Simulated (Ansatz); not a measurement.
Input for Ansatz (development build ahead of 0.2.0):

```yaml
crystal:
  periodic: [false, false, false]
  atoms:
    - { symbol: O, position_ang: [-0.0208, -0.03709, -0.18592] }
    - { symbol: H, position_ang: [-0.05317, 0.8968, 0.60094] }
    - { symbol: H, position_ang: [0.05878, -0.91271, 0.58363] }
basis:
  gaussian: { orbitals: def2-SVP }
hamiltonian:
  xc: hf
```

The input is written out in the form of the current development build from the run's settings.

The run gave:

- Converged: yes
- Total energy: -75.87862 hartree
- Spin squared of the determinant: 0.000

Caution: stretched shape with no unrestricted run beside it, a lower state can exist.
